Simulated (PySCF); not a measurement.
Scan of [H···H···SiH2], singlet

Starting geometry:

```csv
atom,x (Å),y (Å),z (Å)
H,-2.7179,0.0549,0.0000
H,-1.9729,0.0549,0.0000
Si,0.1161,0.0549,0.0000
H,0.7283,-0.8194,1.0900
H,0.7283,-0.8194,-1.0900
```

From there atom H2 is moved from one fragment to the other while all else, the fragments' distance too, stays fixed; atoms are numbered as listed. Energies are in kcal/mol, counted from the starting geometry at the same level.

Basis 6-31G; PySCF 2.14.0. Correlated methods freeze the noble-gas cores. R marks a restricted (for open shells ROHF) determinant.

Full CI is exact within this basis and frozen core; it isn't the basis-set limit.

```tsv
distance H1-H2 (Å)	RMP2
0.693	0.4
0.745	0.0
0.838	4.3
0.930	12.0
1.023	21.1
1.116	30.2
1.209	38.5
1.301	46.1
1.394	54.0
```

Estimate the full CI curve in 6-31G from this one, knowing how RMP2 errs.

The computed full CI values, in kcal/mol from the starting point, and the error of RMP2 against them:
```
distance H1-H2 (Å)  full CI  RMP2 less full CI
             0.693      0.8               -0.4
             0.745      0.0                0.0
             0.838      3.4                0.9
             0.930      9.8                2.2
             1.023     16.8                4.3
             1.116     22.6                7.6
             1.209     26.5               12.0
             1.301     29.3               16.8
             1.394     32.7               21.4
```

Full CI's occupations show more than one leading determinant at 1.301, 1.394.

The error spans 21.7 kcal/mol and is largest, 21.4 kcal/mol, at 1.394 Å.
